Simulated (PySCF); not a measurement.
AlF: energy against distance

Set-up: PySCF, no relativity, basis sets Al def2-TZVPPD, F def2-TZVPPD. Energies in eV from Al + F in their ground configurations at the same level. State: ¹Σ⁺ (singlet), closed shell.

Curves on a restricted Hartree–Fock reference rise too fast on stretching and do not dissociate correctly.

| R (Å) | RHF-SCS-MP2 | RHF-CCSD | TPSS | PBE |
| --- | --- | --- | --- | --- |
| 1.437 | -5.910 |  | -5.723 | -5.876 |
| 1.504 | -6.530 | -6.261 | -6.345 | -6.506 |
| 1.571 | -6.867 | -6.585 | -6.690 | -6.859 |
| 1.621 | -6.987 | -6.696 | -6.818 | -6.994 |
| 1.671 | -7.023 | -6.722 | -6.864 | -7.046 |
| 1.721 | -6.995 | -6.685 | -6.847 | -7.036 |
| 1.788 | -6.887 | -6.564 | -6.754 | -6.952 |
| 1.871 | -6.674 | -6.337 | -6.562 | -6.770 |
| 1.972 | -6.352 | -5.999 | -6.264 | -6.486 |
| 2.106 | -5.874 |  | -5.815 | -6.055 |

**Question.** Put a parabola through the three lowest points of the RHF-SCS-MP2 curve and estimate Re, k and ωe (reduced mass 11.15 u; 1 eV/Å² = 0.16022 mdyn/Å; ωe = 1302.8·√(k/μ) cm⁻¹).

**Answer.** Through R = 1.621, 1.671, 1.721 Å the second-order coefficient is 12.8 eV/Å², so Re ≈ 1.674 Å, k ≈ 4.10 mdyn/Å and ωe ≈ 790 cm⁻¹. A polynomial fit of higher order to the unrounded RHF-SCS-MP2 energies gives Re = 1.672 Å, k = 3.99 mdyn/Å, ωe = 780 cm⁻¹; anharmonicity and rounding make the difference.

The higher-order fit for each curve: RHF-SCS-MP2: Re = 1.672 Å, ωe = 780 cm⁻¹, De = 7.02 eV; RHF-CCSD: Re = 1.664 Å, ωe = 795 cm⁻¹, De = 6.72 eV; TPSS: Re = 1.681 Å, ωe = 754 cm⁻¹, De = 6.86 eV; PBE: Re = 1.686 Å, ωe = 742 cm⁻¹, De = 7.05 eV.

Correlated steps freeze 6 core orbitals. Where the molecule has an RHF reference, its open-shell atoms are computed with UHF.
